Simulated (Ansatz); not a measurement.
# C2H7Al: the cost of one run

Method: RKS B3LYP/def2-SVP, in Ansatz 0.2.0.

**1. The system as given**

Bond lengths: C1–C2 1.457 Å, C2–Al3 1.973 Å, C1–H4 1.079 Å, C1–H5 1.129 Å, C1–H6 1.153 Å, C2–H7 1.115 Å, C2–H8 1.073 Å, Al3–H9 1.647 Å, Al3–H10 1.603 Å. Angles (14 of 15 angles, heavy atoms first): C1–C2–Al3 110.6°, C1–C2–H7 110.0°, C1–C2–H8 111.5°, Al3–C2–H7 107.4°, Al3–C2–H8 107.3°, C2–C1–H4 111.5°, C2–C1–H5 114.2°, C2–C1–H6 113.4°, C2–Al3–H9 119.1°, C2–Al3–H10 119.0°, H7–C2–H8 109.9°, H4–C1–H5 103.8°, H4–C1–H6 106.7°, H5–C1–H6 106.5°.

Coordinates:

```xyz
10

C    -0.9520    0.3260   -0.6072
C    -0.1280   -0.7686   -0.1123
Al    1.4122   -0.0711    0.9048
H    -1.7853   -0.0368   -1.1882
H    -0.4174    1.0264   -1.3128
H    -1.3930    0.9816    0.2319
H     0.2772   -1.3581   -0.9672
H    -0.6810   -1.4108    0.5452
H     1.1570    0.5878    2.3926
H     2.5933    0.6724    0.1160
```

**2. Relaxing end A**

File input.yaml:

```yaml
crystal:
  periodic: [false, false, false]
  atoms:
    - { symbol: C, position_ang: [-0.952, 0.326, -0.6072] }
    - { symbol: C, position_ang: [-0.128, -0.7686, -0.1123] }
    - { symbol: Al, position_ang: [1.4122, -0.0711, 0.9048] }
    - { symbol: H, position_ang: [-1.7853, -0.0368, -1.1882] }
    - { symbol: H, position_ang: [-0.4174, 1.0264, -1.3128] }
    - { symbol: H, position_ang: [-1.393, 0.9816, 0.2319] }
    - { symbol: H, position_ang: [0.2772, -1.3581, -0.9672] }
    - { symbol: H, position_ang: [-0.681, -1.4108, 0.5452] }
    - { symbol: H, position_ang: [1.157, 0.5878, 2.3926] }
    - { symbol: H, position_ang: [2.5933, 0.6724, 0.116] }
basis:
  gaussian: { orbitals: def2-SVP }
hamiltonian:
  xc: b3lyp
relax:
  f_tol: 0.015
  max_steps: 40
output:
  orbitals: {}
```

Command:

```sh
> ansatz run input.yaml --threads 1 --pin off --max-ram 2048MiB --backend cpu --events-out ev --progress --plain --runs-dir out
```

Q: Estimate wall time and peak memory on 1 thread of Arm Neoverse V2, shared host.

About 18 s, with a peak of 0.14 GiB.
